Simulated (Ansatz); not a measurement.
A basis-limit estimate, worked out

An elementary step of CH9NSi, closed shell (CH₇NSi ([CH3][NH][SiH3]) + H₂ → CH₅N ([CH3][NH2]) + SiH₄; bonds formed: Si1–H8, N2–H7; bonds broken: Si1–N2, H7–H8). “Start” is the structure reached by relaxing down from the saddle towards the reactants; PBE0-D4/def2-TZVP structures. The saddle:

```
12
angstrom
Si 0.1192 0.6418 1.1870
N 0.5167 -0.0047 -0.5179
C -0.3333 -1.0953 -0.9896
H 0.9425 1.7920 1.6264
H -1.2846 0.5398 1.6523
H 0.7681 -0.5247 1.9107
H 0.0333 1.0708 -0.7286
H -0.5661 1.8532 -0.1186
H 1.5034 -0.1774 -0.6867
H -0.0787 -1.3719 -2.0136
H -1.3699 -0.7484 -0.9738
H -0.2504 -1.9755 -0.3477
```

Program: Ansatz 0.2.0. Basis: def2-TZVPP and def2-QZVPP. Cores are frozen in the correlated methods.

Energies in eV:

| quantity | saddle | start |
| --- | --- | --- |
| Hartree–Fock, triple zeta (X = 3) | -10515.11963 | -10517.68943 |
| Hartree–Fock, quadruple zeta (X = 4) | -10515.51346 | -10518.09029 |
| MP2 correlation, X = 3 | -15.67870 | -15.15840 |
| MP2 correlation, X = 4 | -16.69816 | -16.17316 |
| CCSD(T) correlation, X = 3 | -17.58269 | -17.05015 |

(1) Work out the barrier at the basis limit: extrapolate Hartree–Fock as E(X) = E∞ + A exp(−7.88 √X) and the MP2 correlation as E(X) = E∞ + B X^−2.97 (the exponents that Neese and Valeev fitted for def2-TZVPP and QZVPP), then add CCSD(T) − MP2 in triple zeta.

No T1 diagnostic of these runs exceeds 0.012.

Answers

(1) Each step is linear, so take the differences first (saddle − start): Hartree–Fock 2.56980 (X = 3) and 2.57683 (X = 4); MP2 correlation -0.52030 and -0.52500; CCSD(T) correlation -0.53254.
Two points give E∞ = E(4) + w [E(4) − E(3)], with w = 1/(exp(7.88 (2 − √3)) − 1) = 0.1377 for Hartree–Fock and w = 1/((4/3)^2.97 − 1) = 0.7407 for the correlation.
Hartree–Fock: 2.57683 + 0.1377 × 0.00703 = 2.5778 eV.
MP2 correlation: -0.52500 + 0.7407 × (-0.00470) = -0.5285 eV.
CCSD(T) − MP2: -0.53254 − (-0.52030) = -0.0122 eV.
Sum: 2.5778 + (-0.5285) + (-0.0122) = 2.0371 eV, or 46.98 kcal/mol. Plain CCSD(T) in triple zeta gives 2.0373 eV, so the larger basis shifts the result by -0.0002 eV.

Labels in which every atom is bracketed show which atoms are joined, not bond orders.

For scale, one of the runs: CCSD(T)/def2-TZVPP, 230 basis functions, launched by `ansatz run in.yaml --threads 4 --pin off --events-out ev --progress --plain --max-ram 9574MiB`. Time: 61 s of wall clock on 4 CPU threads of an Arm Neoverse V1; the host was shared. Peak host memory: 3.9 GiB.
